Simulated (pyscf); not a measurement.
`[NH2][GaH2]` + `[CH3]` [doublet] -> `[NH][GaH2]` [doublet] + `[CH4]` (hydrogen abstraction; doublet surface; H–N broken, C–H formed). Optimised with ωB97X-D3(BJ)/def2-SVP in PySCF. Energies in eV from the separated reactants.

| level | barrier | reaction energy |
|---|---|---|
| ωB97X-D3(BJ)/def2-TZVP | ? | +0.30 |
| PBE/def2-TZVP | 0.49 | +0.28 |
| r²SCAN/def2-TZVP | 0.65 | +0.34 |
| B3LYP-D3(BJ)/def2-TZVP | 0.65 | +0.28 |
| PBE0-D3(BJ)/def2-TZVP | 0.66 | +0.32 |
| HF/def2-TZVP | ? | ? |

Q: Complete the blanks.

A: 
- ωB97X-D3(BJ)/def2-TZVP, barrier: 0.76
- HF/def2-TZVP, barrier: 1.45
- HF/def2-TZVP, reaction energy: +0.18

The functionals in the table span 0.27 eV in this barrier, from PBE to ωB97X-D3(BJ). •HN–GaH₂ lies 1.48 eV over its isomer [H₂N–GaH]•, and others may lie lower still (electronic energy, ωB97M-D3(BJ)). One saddle was located; it need not be the lowest between these sides. The angle at the transferred H is 170°. Elements up to Kr have no core potential and no relativistic terms here.
